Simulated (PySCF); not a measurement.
# C3H6OS: the cost of one run

The runs use PySCF 2.14.0; levels as typed in each script, gas phase, geometry from GFN2-xTB.

## 1. Where the work starts

SMILES `O=S1CCC1`, 11 atoms, charge 0, spin multiplicity 1.

Bond lengths: O1–S2 1.459 Å, S2–C3 1.869 Å, S2–C5 1.869 Å, C3–C4 1.525 Å, C3–H6 1.086 Å, C3–H7 1.086 Å, C4–C5 1.525 Å, C4–H8 1.090 Å, C4–H9 1.090 Å, C5–H10 1.086 Å, C5–H11 1.086 Å. Angles: O1–S2–C3 109.7°, O1–S2–C5 109.7°, C3–S2–C5 74.8°, S2–C3–C4 91.3°, S2–C3–H6 108.5°, S2–C3–H7 114.7°, C4–C3–H6 113.5°, C4–C3–H7 116.9°, H6–C3–H7 110.5°, C3–C4–C5 96.1°, C3–C4–H8 115.0°, C3–C4–H9 111.0°, C5–C4–H8 114.9°, C5–C4–H9 111.0°, H8–C4–H9 108.4°, S2–C5–C4 91.2°, S2–C5–H10 108.5°, S2–C5–H11 114.7° and more.

As a file:

```mol
C3H6OS
  3D, bonds by distance, orders not assigned

 11 11  0  0  0  0  0  0  0  0999 V2000
   -1.7869   -0.0004   -0.5048 O   0  0
   -0.6925    0.0007    0.4597 S   0  0
    0.6700    1.1345   -0.1338 C   0  0
    1.6867   -0.0004   -0.0727 C   0  0
    0.6690   -1.1350   -0.1331 C   0  0
    0.4375    1.4538   -1.1457 H   0  0
    0.8549    1.9942    0.5032 H   0  0
    2.4241   -0.0011   -0.8759 H   0  0
    2.2155   -0.0004    0.8800 H   0  0
    0.4363   -1.4547   -1.1448 H   0  0
    0.8531   -1.9944    0.5045 H   0  0
  1  2  8  0
  2  3  8  0
  3  4  8  0
  4  5  8  0
  3  6  8  0
  3  7  8  0
  4  8  8  0
  4  9  8  0
  5 10  8  0
  5 11  8  0
  2  5  8  0
M  END
```

## 2. Ring currents (PBE/cc-pvdz)

The input, input.py:

```python
import numpy as np
from pyscf import gto, scf, dft
from pyscf.prop import nmr
from pyscf.data import nist

def solve(mol, dm0=None, hcore=None):
    mf = (dft.UKS if mol.spin else dft.RKS)(mol, xc='pbe')
    mf.grids.level = 3
    mf.conv_tol, mf.max_cycle = 1e-8, 80
    if hcore is not None:
        mf.get_hcore = lambda *args: hcore
    mf.kernel(dm0)
    if not mf.converged:
        mf = mf.newton().run(mf.mo_coeff, mf.mo_occ, max_cycle=30)
    assert mf.converged, 'SCF not converged'
    return mf

mol = gto.M(atom='''
O     -1.78688    -0.00041    -0.50476
S     -0.69253     0.00070     0.45967
C      0.66996     1.13454    -0.13381
C      1.68673    -0.00038    -0.07275
C      0.66896    -1.13503    -0.13308
H      0.43755     1.45377    -1.14571
H      0.85489     1.99415     0.50316
H      2.42408    -0.00114    -0.87592
H      2.21555    -0.00041     0.87995
H      0.43628    -1.45471    -1.14476
H      0.85315    -1.99439     0.50446
''', basis='cc-pvdz', charge=0, spin=0, verbose=4)
mf = solve(mol)
vxc = nmr.rks.get_vxc_giao  # smaller grid blocks
nmr.rks.get_vxc_giao = lambda *a, **k: vxc(*a, **{**k, 'max_memory': 300})
calc = nmr.RKS(mf)
calc.cphf = True
nuclei = calc.kernel()
mo1 = calc.mo10
# ring centres and points 1 angstrom above and below them
points = np.array([
    [0.5833, -0.0000, 0.0300],
    [0.8239, 0.0001, 1.0006],
    [0.3427, -0.0002, -0.9406],
]) / nist.BOHR
mol.atom_coord = lambda i, unit='Bohr': points[i]
idx = range(len(points))
sigma = (calc.dia(shielding_nuc=idx) + calc.para(mo10=mo1, shielding_nuc=idx)[0]) * nist.ALPHA**2 * 1e6
for p, t in zip(points, sigma):
    print('NICS at %8.4f %8.4f %8.4f  %8.2f ppm' % (*(p * nist.BOHR), -t.trace() / 3))
occ = mf.mo_coeff[:, mf.mo_occ > 0]
dm1 = np.array([mf.mo_coeff @ (2 * x) @ occ.T for x in mo1])
np.savez('result.npz', sigma=sigma, nuclei=nuclei, dm0=mf.make_rdm1(), dm1=dm1, e=mf.e_tot, eps=mf.mo_energy, occ=mf.mo_occ)
```

The run is started by

```bash
$ OMP_NUM_THREADS=1 python input.py
```

Q: Estimate wall time and peak memory on 1 thread of Arm Neoverse V2, shared host.

About 20 s, with a peak of 0.55 GiB.
